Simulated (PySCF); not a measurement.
**Oxygen: a sound run and one with changed settings**

Sound run: O [He] 2s2 2p4, O⁺ [He] 2s2 2p3. Computed with PySCF 2.14 in cc-pVDZ-DK, with the spin-free X2C one-electron Hamiltonian (Gaussian nucleus). The sound run starts from symmetry-adapted Hartree-Fock orbitals and uses a fine grid where one is needed.

A second run was set up differently.

```csv
species,method,sound run (hartree),changed run (hartree),converged
O,UHF,-74.84416,-74.84416,yes
O,B3LYP,-75.12156,-75.12095,yes
O,M06-2X,-75.09593,-75.09774,yes
O⁺,UHF,-74.40485,-74.40485,yes
O⁺,B3LYP,-74.61056,-74.61056,yes
O⁺,M06-2X,-74.59945,-74.59945,yes
```

Ionisation energy of O:

```
method  sound run (eV)  changed run (eV)
   UHF          11.954            11.954
 B3LYP          13.905            13.888
M06-2X          13.510            13.559
```

(1) What was changed?
A. angular grid far too coarse
B. level shift left on
C. a valence shell is frozen
D. too few SCF iterations

## Answers

(1) A. It used 26 angular points. A coarse angular grid integrates products of high-l functions wrongly, so density functionals can shift, and the SCF can exploit the error; Hartree-Fock and MP2 need no grid.
